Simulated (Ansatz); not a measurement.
**CCl (doublet): from Hartree-Fock to the top rungs, cc-pVTZ**

One table from this session's results is given with a row withheld; the runs are named, their logs left out.

Computed with Ansatz 0.2.0, Gaussian basis. Level: cc-pVTZ, core rule «outside noble gas», up to 6 orbitals frozen.

To be run: UHF; CCSD(T) on ROHF; CCSD(T) on UHF; BCCD(T) on ROHF; CISD; CCSDT(Q) on ROHF; CCSDT(Q) on UHF; CASSCF and MRCISD+Q, 11 electrons in 8 orbitals; CASSCF and NEVPT2, 11 electrons in 8 orbitals.

5 further runs of the same task are left out: 5 set aside as unsound or not needed.

## The geometry

The geometry is a PBE0/def2-TZVP stationary point (not a proven minimum) of the parent state, kept for this charge and spin.

2 atoms, charge 0, spin multiplicity 2.

Atoms are counted from 1 here; the program's logs count them from 0.

Bond lengths: C1–Cl2 1.644 Å.

The first run:

Contents of in.yaml:

```yaml
crystal:
  periodic: [false, false, false]
  atoms:
    - {symbol: C, position_ang: [0.000000, 0.000000, 0.000000]}
    - {symbol: Cl, position_ang: [0.000000, 0.000000, 1.644200]}
basis:
  gaussian: {orbitals: cc-pVTZ}
magnetization: {spin_polarized: true, initial_magnetization: 1}
hamiltonian: {xc: hf}
output: {orbitals: {seedname: orbitals}}
```

The run is started by

```bash
ansatz run in.yaml --threads 1 --pin off --events-out ev --progress --plain --max-ram 2816MiB --backend cpu
```

Steps of the session up to this table: UHF; CCSD(T) on ROHF; CCSD(T) on UHF; BCCD(T) on ROHF; CISD; CCSDT(Q) on ROHF; CCSDT(Q) on UHF; CASSCF and MRCISD+Q, 11 electrons in 8 orbitals; CASSCF and NEVPT2, 11 electrons in 8 orbitals.

One of the session's tables, all rows but one given; the rest of the session is left out.

It belongs to the step «Misses and costs». 

```
          method  from UCCSDT(Q) (kcal/mol)
            ROHF                    +217.03
             UHF                    +213.49
            RMP2                     +29.76
            UMP2                          ?
            CISD                     +28.10
           RCCSD                     +11.29
           UCCSD                     +11.18
        RCCSD(T)                      +1.31
        UCCSD(T)                      +1.32
         BCCD(T)                      +1.20
          RCCSDT                      +0.60
          UCCSDT                      +0.57
       RCCSDT(Q)                      +0.13
       UCCSDT(Q)                          0
  CASSCF valence                    +182.32
  NEVPT2 valence                     +37.74
  MRCISD valence                     +18.26
MRCISD+Q valence                      +2.84
```

Q: Estimate the row for UMP2 from the others.

**Answer.** from UCCSDT(Q) (kcal/mol): +30.40. In the column «from UCCSDT(Q) (kcal/mol)» it lies between RMP2 (+29.76) and NEVPT2 valence (+37.74).

Caveats from the session: Restricted and unrestricted rows rest on different reference determinants; where their highest levels disagree by more than a few hundredths of an eV, they describe different states and don't form one ladder.
